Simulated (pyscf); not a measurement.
Optimised with ωB97X-D3(BJ)/def2-SVP in PySCF.

Problem. How much does it cost (ΔH, 298 K, ωB97M-D3(BJ)/def2-TZVP) to split H₂C=CH–C(=CH₂)–Br (SMILES C=CC(=C)Br) at its C–H bond into •HC=C(Br)–CH=CH₂ + H•?

Solution. C–H to •HC=C(Br)–CH=CH₂ + H•: 4.82 eV. The 7 functionals that were run give +4.56 (r²SCAN) to +4.82 eV (ωB97M-D3(BJ)). The radicals are drawn with the spin at the cut bond; how far it spreads was not checked. •HC=C(Br)–CH=CH₂ lies 0.48 eV over its isomer H₂C=CH–C•=CH–Br, and others may lie lower still (electronic energy, ωB97M-D3(BJ)). Elements up to Kr have no core potential and no relativistic terms here.
